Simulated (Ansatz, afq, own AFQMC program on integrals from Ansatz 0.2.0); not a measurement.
## Se, quintet: AFQMC among the cluster methods

A free Se atom.

Basis aug-cc-pVTZ. Only valence electrons are correlated. AFQMC by an in-house program on the Cholesky factors that Ansatz 0.2.0 writes for its CCSD(T) run. The CISD trial takes its coefficients from CCSD amplitudes. Released means that phaseless walkers are propagated on without the constraint, phases kept. Free projection: walkers drawn from exp(T), propagated without any constraint. Its projection time is finite, and what remains of the start isn't in its error. Uncertainties: one standard error, sampling alone. No spin–orbit coupling.

Determinant: UHF, the one that the program's search chose, which needn't be the lowest solution.

No full CI on the walks' own integrals is used here; CCSDT(Q) serves as the reference and is uncertain by about the last step of the cluster series.

Cautions: no relativity below Rb; no spin-orbit coupling; inner d shell frozen; another spin lies lower (by 5.88 eV).

The T1 diagnostic is 0.0086 and the weight of the determinant in the CISD state is 0.942. The ⟨S²⟩ of the determinant is 6.001 and the size of the correlated space is 6 electrons in 45 orbitals.

Reference: CCSDT(Q), correlation energy -2.919 eV. The released energy is read at 2.40 1/Eh (meV from the phaseless value at times in 1/Eh: -2.4 ± 1.0 at 0.24, -3.9 ± 1.0 at 0.51, -4.4 ± 0.9 at 0.99, -4.4 ± 1.0 at 1.62, -6.1 ± 0.9 at 2.40).

```json
{"level": "HF", "E − E(reference) (kJ/mol)": "281.6", "share of correlation (%)": "0.00"}
{"level": "MP2", "E − E(reference) (kJ/mol)": "50.9", "share of correlation (%)": "81.93"}
{"level": "CCSD", "E − E(reference) (kJ/mol)": "11.9", "share of correlation (%)": "95.78"}
{"level": "CCSD(T)", "E − E(reference) (kJ/mol)": "2.0", "share of correlation (%)": "99.30"}
{"level": "CCSDT", "E − E(reference) (kJ/mol)": "0.3", "share of correlation (%)": "99.89"}
{"level": "ph-AFQMC/HF", "E − E(reference) (kJ/mol)": "3.4 ± 1.4", "share of correlation (%)": "98.79"}
{"level": "ph-AFQMC/CISD", "E − E(reference) (kJ/mol)": "0.5 ± 0.1", "share of correlation (%)": "99.81"}
{"level": "released AFQMC", "E − E(reference) (kJ/mol)": "-0.1 ± 0.08", "share of correlation (%)": "100.02"}
{"level": "free AFQMC", "E − E(reference) (kJ/mol)": "-0.2 ± 0.1", "share of correlation (%)": "100.07"}
```

Free projections are given only where their last times agree within the noise and don't stop above the reference; a slow remainder of the start can still hide under it. A walk keeps the symmetry of its determinant, which the program's search chose and which needn't be the lowest solution, so a lower state of the same spin and another symmetry isn't excluded. Released energies are given only where the last usable release times agree within the noise; a slower fall can still hide under it.
